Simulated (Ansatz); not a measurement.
System: cubic perovskite KTaO3. Method: HSE06+SOC (Ansatz, a first-principles code, PAW).

Run with plane-wave cutoff 460 eV, 6×6×6 k mesh, Fermi–Dirac smearing 0.01 eV, PAW data made under PBE.

The cell has the measured lattice: a = 3.9885 Å, b = 3.9885 Å, c = 3.9885 Å, α = 90.00°, β = 90.00°, γ = 90.00°.

### Question
Estimate the band gap and smallest direct gap on the k points sampled that the calculation returns.

### Answer

- band gap = 3.45 eV (on the SCF k mesh) (indirect)
- smallest direct gap on the k points sampled = 4.02 eV

Measured, for comparison: band gap 3.64 eV (temperature not stated, no zero-point or thermal correction, indirect; as tabulated in Himmetoglu and Janotti (2016), arXiv:1601.06205).

Note: cell and atoms aren't relaxed at this level (pressure -0.6 GPa).

Static lattice: no zero-point or thermal effects.
